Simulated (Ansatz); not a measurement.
Molecule: CH₅Si, charge -1, multiplicity 1. It need not be the lowest isomer of its formula. Whether it binds its extra electron was not tested at this geometry. SMILES: C[SiH2-]
Structure (B3LYP-D3(BJ)/def2-TZVP (Ansatz, an electronic-structure program) minimum search):
```xyz
7

C     -0.0142    -0.0695    -1.2342
Si     0.0083     0.1701     0.7319
H     -0.0173    -1.1129    -1.5686
H     -0.8989     0.4194    -1.6598
H      0.8596     0.4208    -1.6802
H     -1.1142    -0.8468     1.0468
H      1.1395    -0.8450     1.0207
```
Charge -1, spin multiplicity 1.

### Question
Give the harmonic wavenumbers at B3LYP-D3(BJ)/def2-TZVP (Ansatz, finite differences of forces, unscaled).

### Answer
207, 565, 577, 610, 871, 887, 948, 1217, 1462, 1469, 1853, 1867, 2972, 3027, 3028 cm⁻¹. Zero-point energy 30.8 kcal/mol.

### Question
From these and the geometry, give the ideal-gas thermochemistry at 298.15 K and 1 atm (rigid rotor, harmonic oscillator).

### Answer
Point group Cs, rotational symmetry number 1. Rotational constants 65.4, 10.7, 10.58 GHz. S(trans) 37.35, S(rot) 21.30, S(vib) 4.00, S(elec, spin only) 0.00, S 62.6 cal/(mol K). H(298) - H(0) 3.15 kcal/mol; G - E(el) 15.3 kcal/mol.
